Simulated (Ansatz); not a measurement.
```yaml
crystal:
  periodic: [false, false, false]
  atoms:
    - {symbol: Au, position_ang: [0.000196, 0.000007, -0.005192]}
    - {symbol: H, position_ang: [-0.031348, 1.417756, 0.508731]}
    - {symbol: H, position_ang: [-0.007022, -1.419107, 0.505874]}
basis:
  gaussian: {orbitals: def2-TZVP}
magnetization: {spin_polarized: true, initial_magnetization: 1}
hamiltonian: {xc: pbe0}
relax: {f_tol: 0.004, max_steps: 80}
```

```sh
$ ansatz run in.yaml --threads 1 --pin off --events-out ev --progress --plain --max-ram 2176MiB
```

Steps of the relaxation (energy above the last step; positions in Å, forces in eV/Å):

```
3
step 1, 252.1 meV
Au    0.000    0.000   -0.005    0.083    0.003   -2.191
H    -0.031    1.418    0.509   -0.057    1.832    1.097
H    -0.007   -1.419    0.506   -0.026   -1.835    1.094
```

```
3
step 2, 2.0 meV
Au    0.006    0.000   -0.152   -0.007    0.000    0.181
H    -0.034    1.439    0.582    0.004   -0.079   -0.090
H    -0.010   -1.440    0.579    0.003    0.079   -0.090
```

```
3
step 3, 0.0 meV
Au    0.005    0.000   -0.131    0.000    0.000   -0.007
H    -0.034    1.447    0.571    0.000   -0.012    0.003
H    -0.009   -1.449    0.569    0.000    0.012    0.003
```

```
3
step 4, 0.0 meV
Au    0.005    0.000   -0.133    0.000    0.000    0.001
H    -0.034    1.445    0.573    0.000   -0.003   -0.001
H    -0.009   -1.446    0.570    0.000    0.003   -0.001
```

Close pairs at the end: Au1–H2 1.608 Å, Au1–H3 1.608 Å.

A stationary point of unrestricted PBE0 after 4 steps, with ⟨S²⟩ = 0.756 against 0.75 for a pure state; no frequencies were run, so it isn't proven a minimum. 9.5 s on 1 thread of Arm Neoverse V2, shared host.
